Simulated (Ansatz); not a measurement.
**CH₅B (triplet): wave-function methods side by side at distance B1–H4 along a hydrogen transfer = 1.238 Å, cc-pVDZ**

The task here is to estimate one member of a computed series from the others.

The runs use Ansatz 0.2.0, Gaussian basis; cc-pVDZ, core rule «outside noble gas», up to 2 orbitals frozen.

Plan: UHF; CCSD(T) on ROHF; CCSD(T) on UHF; BCCD(T) on ROHF; CISD; CCSDT(Q) on ROHF; CCSDT(Q) on UHF; CASSCF and NEVPT2, 4 electrons in 4 orbitals.

10 further runs of the same task are left out: 2 for a mislabelled method, 7 that didn't finish, 1 set aside as unsound or not needed.

### The geometry

The geometry derives from fragments relaxed apart (PBE0/def2-TZVP) and kept rigid, so it is no stationary point. A hydrogen atom is moved between rigid fragments.

7 atoms, charge 0, spin multiplicity 3.

Atoms are counted from 1 here; the program's logs count them from 0.

Bond lengths: B1–H2 1.193 Å, B1–H3 1.193 Å, B1–H4 1.238 Å, H4–C5 1.354 Å, C5–H6 1.079 Å, C5–H7 1.079 Å. Angles: H2–B1–H3 120.0°, H2–B1–H4 120.0°, H3–B1–H4 120.0°, B1–H4–C5 180.0°, H4–C5–H6 112.6°, H4–C5–H7 112.6°, H6–C5–H7 134.8°.

The first run:

File in.yaml:

```yaml
crystal:
  periodic: [false, false, false]
  atoms:
    - {symbol: B, position_ang: [-1.336519, 0.000000, 0.000000]}
    - {symbol: H, position_ang: [-1.933253, 1.033571, 0.000000]}
    - {symbol: H, position_ang: [-1.933253, -1.033571, 0.000000]}
    - {symbol: H, position_ang: [-0.098519, 0.000000, 0.000000]}
    - {symbol: C, position_ang: [1.255481, 0.000000, 0.000000]}
    - {symbol: H, position_ang: [1.669949, 0.000000, 0.996161]}
    - {symbol: H, position_ang: [1.669949, 0.000000, -0.996161]}
basis:
  gaussian: {orbitals: cc-pVDZ}
magnetization: {spin_polarized: true, initial_magnetization: 2}
hamiltonian: {xc: hf}
output: {orbitals: {seedname: orbitals}}
```

The run is started by

```console
$ ansatz run in.yaml --threads 1 --pin off --events-out ev --progress --plain --max-ram 2393MiB
```

Steps of the session up to this table: UHF; CCSD(T) on ROHF; CCSD(T) on UHF; BCCD(T) on ROHF; CISD; CCSDT(Q) on ROHF; CCSDT(Q) on UHF; CASSCF and NEVPT2, 4 electrons in 4 orbitals.

One of the session's tables, all rows but one given; the rest of the session is left out.

It belongs to the step «Misses and costs». 

```
   method  from UCCSDT(Q) (meV)
     ROHF               +7128.2
      UHF               +6842.6
     RMP2               +1331.8
     UMP2                     ?
     CISD                +686.5
    RCCSD                +167.3
    UCCSD                +162.3
 RCCSD(T)                 +30.8
 UCCSD(T)                 +31.1
  BCCD(T)                 +31.2
   RCCSDT                  +6.5
   UCCSDT                  +5.5
RCCSDT(Q)                  +0.8
UCCSDT(Q)                     0
```

Q: Estimate the row for UMP2 from the others.

As computed: from UCCSDT(Q) (meV): +1354.5. In the column «from UCCSDT(Q) (meV)» it lies between RMP2 (+1331.8) and UHF (+6842.6).

Left out of the table: CASSCF pair, NEVPT2 pair (the active space lost an orbital or holds another state than full CI finds).

To keep in mind: Restricted and unrestricted rows rest on different reference determinants; where their highest levels disagree by more than a few hundredths of an eV, they describe different states and don't form one ladder. Warnings in the runs' records: passed over end.
